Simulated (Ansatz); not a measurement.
Two isomers of C3H4F2O: A = `FC[C@@H]1O[C@H]1F`, B = `CC(=O)C(F)F`.

Isolated molecules relaxed with PBE0-D4/def2-TZVP in Ansatz; ΔE leaves out vibrations. CBS: MP2 limit from def2 TZ/QZ plus the TZ coupled-cluster correction, frozen cores. Functionals use def2-TZVPP. B3LYP here is the variant with VWN-RPA as its local correlation; programs differ in this. Each species was taken in one conformer, which may not be the lowest.

Question: Which isomer does CCSD(T)/CBS put lower? Give the gap. (Best estimate.)

Answer: Computed: B, by 27.9 kcal/mol.

Question: Give E(B) − E(A) in kcal/mol with ωB97M-V, PBE-D4, PBE0-D4, r2SCAN-D4, MP2/def2-TZVPP, B3LYP-D4, HF/def2-TZVPP. (Estimate.)

Answer: The calculation gave: ωB97M-V -27.7, PBE-D4 -26.1, PBE0-D4 -25.5, r2SCAN-D4 -27.3, MP2/def2-TZVPP -27.3, B3LYP-D4 -29.4, HF/def2-TZVPP -31.6. None reverses the order clearly.

Largest T1 diagnostic: 0.013.

In def2-TZVPP, CCSD(T) changes the Hartree–Fock value by +3.5 kcal/mol (the triples alone add −0.1 kcal/mol) and MP2 by +4.3 kcal/mol.
